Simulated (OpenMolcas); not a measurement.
# [NO2]+ (SMILES O=[N+]=O): levels of theory compared

We compute a comparison of 6 runs (HF/STO-3G, B3LYP/STO-3G, M06-2X/STO-3G, SVWN5/STO-3G, ACPF/STO-3G, CISD/STO-3G) of [NO2]+. 

Program for the calculation: OpenMolcas 26.06.

1 further run of the same task is left out (for a known fault of the program).

## (1) The structure to begin with

The species is [NO2]+ (3 atoms), meant as a singlet with charge +1. As SMILES, `O=[N+]=O`. The shape is that of a GFN2-xTB optimisation.

Bond lengths: O1–N2 1.091 Å, N2–O3 1.091 Å. Angles: O1–N2–O3 180.0°.

## (2) The energy at HF/STO-3G (run 1)

struct.xyz

```xyz
3

O     -0.563200     0.911190    -0.206000
N     -0.000010    -0.000010     0.000000
O      0.563210    -0.911180     0.206000
```

job.inp

```
>>> EXPORT MOLCAS_PRINT=2
&GATEWAY
BASLIB = $CurrDir
COORD = struct.xyz
BASIS = STO-3G
GROUP = NoSym
&SEWARD
&SCF
CHARGE = 1
THRESHOLDS = 1e-10 1e-07 1e-07 1e-05
PRORBITALS = 1 1
```

The basis set STO-3G is read from a file made from the Basis Set Exchange's data (not shown).

Command:

```console
export MOLCAS_MEM=1860
pymolcas job.inp > job.log
```

The program printed:

```text
--- Start Module: gateway ---
[...]
--- Stop Module: gateway /rc=_RC_ALL_IS_WELL_ ---
--- Start Module: seward ---
[...]
      Basis functions           15
--- Stop Module: seward /rc=_RC_ALL_IS_WELL_ ---
--- Start Module: scf ---
[...]
       Convergence after  13 Iterations
[...]
::    Total SCF energy                               -200.9031410781
[...]
      Total spin, S                                     0.0000000000
[...]
      Total electronic charge=   22.000000
      Total            charge=    1.000000
[...]
      Dipole Moment (debye):
      Origin of the operator (angstrom)=    0.0000    0.0000    0.0000
                   X= -1.6660E-05               Y= -4.5071E-05               Z=  3.9696E-06           Total=  4.8215E-05
      Center of Charge (angstrom)
[...]
--- Stop Module: scf /rc=_RC_ALL_IS_WELL_ ---
[...]
```

It took 1.4 s on 1 thread of Arm Neoverse V2, shared host; peak memory 0.37 GiB.

## (3) The energy at B3LYP/STO-3G (run 2)

struct.xyz is that of step 2.

job.input

```
&gateway
baslib=$CurrDir
coord=struct.xyz
basis=STO-3G
group=NoSym
&seward
gridinput
Grid=UltraFine
End of Grid
&scf
charge=1
ksdft=B3LYP
thresholds=1e-10 1e-07 1e-07 1e-05
prorbitals=1 1
```

The basis set STO-3G is read from a file made from the Basis Set Exchange's data (not shown).

Command:

```console
export MOLCAS_MEM=1860
pymolcas job.input > job.log
```

The program printed:

```text
--- Start Module: gateway ---
[...]
--- Stop Module: gateway /rc=_RC_ALL_IS_WELL_ ---
--- Start Module: seward ---
[...]
      Basis functions           15
--- Stop Module: seward /rc=_RC_ALL_IS_WELL_ ---
--- Start Module: scf ---
[...]
       Convergence after  14 Iterations
[...]
::    Total KS-DFT energy                            -201.8472058041
[...]
      Total spin, S                                     0.0000000000
[...]
      Total electronic charge=   22.000000
      Total            charge=    1.000000
[...]
      Dipole Moment (debye):
      Origin of the operator (angstrom)=    0.0000    0.0000    0.0000
                   X= -1.2643E-05               Y= -1.8291E-05               Z=  7.8919E-07           Total=  2.2250E-05
      Center of Charge (angstrom)
[...]
--- Stop Module: scf /rc=_RC_ALL_IS_WELL_ ---
[...]
```

It took 3.3 s on 1 thread of Arm Neoverse V2, shared host; peak memory 0.37 GiB.

Runs 3 to 5 aren't shown in full; the table further down has their settings and results.

## (4) A single-point energy at CISD/STO-3G (run 6)

struct.xyz is that of step 3.

job.inp

```
>>> EXPORT MOLCAS_PRINT=2

&gateway
 baslib
 $CurrDir
 coord
 struct.xyz
 basis
 STO-3G
 group
 NoSym

&seward

&scf
 charge
 1
 thresholds
 1e-10 1e-07 1e-07 1e-05
 prorbitals
 1 1

&motra
 frozen
 3

&guga
 electrons
 16
 spin
 1
 inactive
 8
 active
 0
 ciall
 1

&cpf
 sdci
```

The basis set STO-3G is read from a file made from the Basis Set Exchange's data (not shown).

Command:

```console
export MOLCAS_MEM=1860
pymolcas job.inp > job.log
```

The program printed:

```text
--- Start Module: gateway ---
[...]
--- Stop Module: gateway /rc=_RC_ALL_IS_WELL_ ---
[...]
      Basis functions           15
[...]
       Convergence after  13 Iterations
[...]
::    Total SCF energy                               -200.9031410781
[...]
      Total spin, S                                     0.0000000000
[...]
      *** WARNING: Default frozen orbitals is overwritten by user input.
      *** Default values:   3
[...]
--- Start Module: guga ---
[...]
--- Stop Module: guga /rc=_RC_ALL_IS_WELL_ ---
--- Start Module: cpf ---
[...]
      Active orbitals                            0       0
[...]
      Spin quantum number                      0.0
[...]
     FINAL CI ENERGY          -201.12795032
     FINAL CORRELATION ENERGY   -0.22480924  REFERENCE ENERGY    -200.90314108
[...]
     REL. CI ENERGY           -201.12795032
[...]
      Total electronic charge=   22.000000
      Total            charge=    1.000000
[...]
      Dipole Moment (debye):
      Origin of the operator (angstrom)=    0.0000    0.0000    0.0000
                   X= -1.3768E-05               Y= -1.0747E-05               Z= -4.2651E-07           Total=  1.7471E-05
      Quadrupole Moment (debye*angstrom):
[...]
--- Stop Module: cpf /rc=_RC_ALL_IS_WELL_ ---
[...]
```

It took 1.5 s on 1 thread of Arm Neoverse V2, shared host; peak memory 0.37 GiB.

## (5) The series

```
run          level  integration grid  frozen core orbitals  energy (Eh)  HOMO energy (eV)  LUMO energy (eV)  HOMO–LUMO gap (eV)  wall time
  1      HF/STO-3G                 –                     –  -200.903141            -24.00             -5.70               18.30      1.4 s
  2   B3LYP/STO-3G         UltraFine                     –  -201.847206            -20.32            -10.85                9.48      3.3 s
  3  M06-2X/STO-3G         UltraFine                     –  -201.854397            -21.92             -9.19               12.73      3.3 s
  4   SVWN5/STO-3G         UltraFine                     –  -200.388042            -19.10            -11.72                7.38      2.8 s
  5    ACPF/STO-3G                 –                     3  -201.152289            -24.00             -5.70               18.30      1.5 s
  6    CISD/STO-3G                 –                     3  -201.127950            -24.00             -5.70               18.30      1.5 s
```

## (6) What came out

```
                                          quantity          value
                               run 6: total energy  -201.12795 Eh
        run 6: HOMO energy (Hartree–Fock orbitals)      -24.00 eV
        run 6: LUMO energy (Hartree–Fock orbitals)       -5.70 eV
      run 6: HOMO–LUMO gap (Hartree–Fock orbitals)       18.30 eV
run 6: correlation energy (3 core orbitals frozen)     -224.8 mEh
```

In words: Below the HF energy at the same shape and in the same basis (STO-3G): ACPF -249.1 mEh; CISD -224.8 mEh. Over runs 1, 2, 3, 4 the HOMO–LUMO gap runs from 7.38 eV (SVWN5/STO-3G) to 18.30 eV (HF/STO-3G). Exact exchange widens orbital gaps. Totals of different functionals can't be ranked against each other. In runs 1, 2, 3, 4, 5, 6 the basis is minimal, so the values are rough. All runs together took 14 s, the longest 3.3 s.
